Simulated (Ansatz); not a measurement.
Si–CH3, Si–GeH3: vertical spin gaps

Ansatz 0.2.0, basis cc-pVTZ; geometries are PBE0/def2-TZVP minima. Wave-function levels freeze the cores with the filled d shells of p-block atoms; HF, MP2 and coupled cluster are restricted for singlets and unrestricted otherwise, restricted open-shell where a d shell is frozen, Kohn–Sham unrestricted where that lies lower. NEVPT2 stands on CASSCF in the full valence space. The reference is CCSDT(Q) (coupled cluster only where its series has nearly closed). Semilocal and hybrid functionals correlate all electrons outside any core potential and usually lie nearer their basis limit than the reference, so part of their error here is the reference's basis and frozen-core error; RPA and the MP2 part of double hybrids freeze the same cores as the reference. An error is the level's value less the reference. None of these values is a measured one. Energies are electronic, without zero-point terms. No spin–orbit coupling and no scalar relativity. The species are chosen: bound, without strong static correlation by their natural occupations or amplitudes, in their lowest spin state as far as vertical gaps and like structures tell, and with a ladder that closes on the reference, so errors are smaller than for species at large; levels whose determinant breaks symmetry or spin markedly are left out.

```csv
species,bonds (Å),quantity,symmetry of the states,reference,value (kcal/mol),error CCSD(T),error CCSDT,error NEVPT2,error PBE,error PBE0
"Si–CH3, doublet","C–Si 1.889, C–H 1.094/1.104, angles at C 103/107/110/115°","quartet less doublet, vertical",A'' / A'',CCSDT(Q),44.4,0.0,0.0,-2.6,-0.4,-1.5
"Si–GeH3, doublet","Si–Ge 2.420, Ge–H 1.543/1.550, angles at Ge 103/107/108/116°","quartet less doublet, vertical",A'' / A'',CCSDT(Q),23.5,0.0,0.0,-1.1,1.7,0.6
```

The reference falls from C to Ge, by 20.9 kcal/mol in all.
